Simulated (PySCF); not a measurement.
Species: NH2 (doublet state).
SMILES with atom numbers: `[NH2:1]` (hydrogens: H2, H3 on N1)

Geometry (GFN2-xTB, Å), atoms numbered from 1 in this order:
```
atom  x, y, z in Å
N1     0.0043    0.3877   -0.0026
H2    -0.8263   -0.1941   -0.0112
H3     0.8334   -0.1961    0.0013
```

Structure optimised with GFN2-xTB, isolated species. This method treats the open shell by occupation alone, without spin polarisation.

Masses are those of the commonest isotopes; rigid-rotor values at the optimised geometry. 

Problem. Give the principal moments of inertia and the rotational constants in MHz.

Solution. Ia = 0.60, Ib = 1.39, Ic = 1.99 u·Å²; 505379 MHz·u·Å²/I gives A = 844432, B = 364049, C = 254381 MHz.

Problem. Classify the top.

Solution. An asymmetric top; Ray's κ = -0.628.

Problem. Estimate the classical rotational partition function at 500 K.

Solution. Point group C2v, symmetry number σ = 2; q = (√π/σ)·√((kT/h)³/(ABC)), k/h = 20836.6 MHz/K: 107 at 500 K.

For this open shell read J as N, the rotation without spin; fine and hyperfine splittings come on top. Whether it is a minimum is left open (no frequencies). These are rigid-rotor constants of the computed structure; measured ground-state constants (B0) also hold zero-point vibration.
